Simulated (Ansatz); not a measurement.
# CH4BCl: molecular dynamics

Purpose: to follow the molecule's vibrations and see whether its bonds hold. The start is relaxed first. Runs: 300 steps of 1 fs under a Nosé-Hoover thermostat at 700 K. SMILES of the start: CBCl.

All numbers below are computed with Ansatz 0.2.0 (RKS PBE0-D4/def2-SVP).

### Step 1. Starting point

Bond lengths: B1–H2 1.190 Å, B1–Cl3 1.860 Å, B1–C4 1.600 Å, C4–H5 1.110 Å, C4–H6 1.110 Å, C4–H7 1.110 Å. Angles: H2–B1–Cl3 120.0°, H2–B1–C4 120.0°, Cl3–B1–C4 120.0°, B1–C4–H5 109.5°, B1–C4–H6 109.5°, B1–C4–H7 109.5°, H5–C4–H6 109.4°, H5–C4–H7 109.4°, H6–C4–H7 109.4°.

As a file:

```xyz
7

B     0.0000    0.0000    0.0000
H     0.0000    0.0000    1.1900
Cl    1.6108    0.0000   -0.9300
C    -1.3856    0.0000   -0.8000
H    -1.9458   -0.9305   -0.5708
H    -1.9898    0.8797   -0.4946
H    -1.1839    0.0508   -1.8903
```

### Step 2. Preparing the start

The input, input.yaml:

```yaml
crystal:
  periodic: [false, false, false]
  atoms:
    - { symbol: B, position_ang: [0.0, 0.0, 0.0] }
    - { symbol: H, position_ang: [0.0, 0.0, 1.19] }
    - { symbol: Cl, position_ang: [1.6108, 0.0, -0.93] }
    - { symbol: C, position_ang: [-1.3856, 0.0, -0.8] }
    - { symbol: H, position_ang: [-1.9458, -0.9305, -0.5708] }
    - { symbol: H, position_ang: [-1.9898, 0.8797, -0.4946] }
    - { symbol: H, position_ang: [-1.1839, 0.0508, -1.8903] }
basis:
  gaussian: { orbitals: def2-SVP }
hamiltonian:
  xc: pbe0
  dispersion: d4
relax:
  f_tol: 0.02
  max_steps: 40
```

Launch:

```sh
$ ansatz run input.yaml --threads 1 --pin off --max-ram 2048MiB --backend cpu --events-out ev --progress --plain --runs-dir out
```

After this run come: The run.

Before running it: what results should come out? Wanted: relaxation of the start; temperature, first and last step; temperature, second half; potential energy, second half; largest change of the conserved energy; bonds formed or broken.

The runs gave:

| quantity | value |
| --- | --- |
| relaxation of the start | 4 moves, 0.185 eV lower |
| length | 300 steps of 1 fs |
| temperature, first and last step | 700 and 642 K |
| temperature, second half | mean 757 K, from 481 to 1139 K |
| potential energy, second half | +59 meV/atom from the start |
| largest change of the conserved energy | 2.35 meV/atom |
| bonds formed or broken | 0 |

In words: Against a set 700 K the second half averages 757 K with a spread of 141 K. The conserved energy strays from its start by at most 2.35 meV/atom, 4.0 % of the mean kinetic energy, fair for a step of 1 fs. The bonding pattern survives the run. 300 fs on 7 atoms is far too short and small for converged averages. The nuclei move classically, without zero-point motion, which matters most for hydrogen.
